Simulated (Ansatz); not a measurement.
For zinc-blende InAs, rVV10 in Ansatz (plane waves, PAW) gives:

| Item | Result |
|---|---|
| equilibrium lattice constant a | 6.216 Å |
| formation enthalpy | -0.200 eV/atom |

What does r²SCAN-D4 (PAW; Ansatz, a first-principles code) give for the same quantities?


- lattice constant a: 6.088 Å (shrinks by 2.1 %)
- formation enthalpy: -0.378 eV/atom (moves by -0.178 eV/atom)

For comparison: lattice constant a 6.047 Å (measured, static lattice: zero-point anharmonic expansion removed; as tabulated in Mejia-Rodriguez and Trickey (2018), arXiv:1807.09216); formation enthalpy -0.31 eV/atom (measured, 298 K, no zero-point or thermal correction; as tabulated in Zhang et al. (2018), doi:10.1038/s41524-018-0065-z).

Changes are worked out from the printed values.

Unless a cell is named, each level is at its own relaxed cell (rVV10 30.02, r²SCAN-D4 28.21 Å³/atom).

Levels without +SOC leave out spin–orbit coupling, which shifts energies and cells of such heavy elements.

Ansatz's density-functional and Hartree–Fock values are scalar-relativistic unless marked +SOC, with PAW data made under PBE.
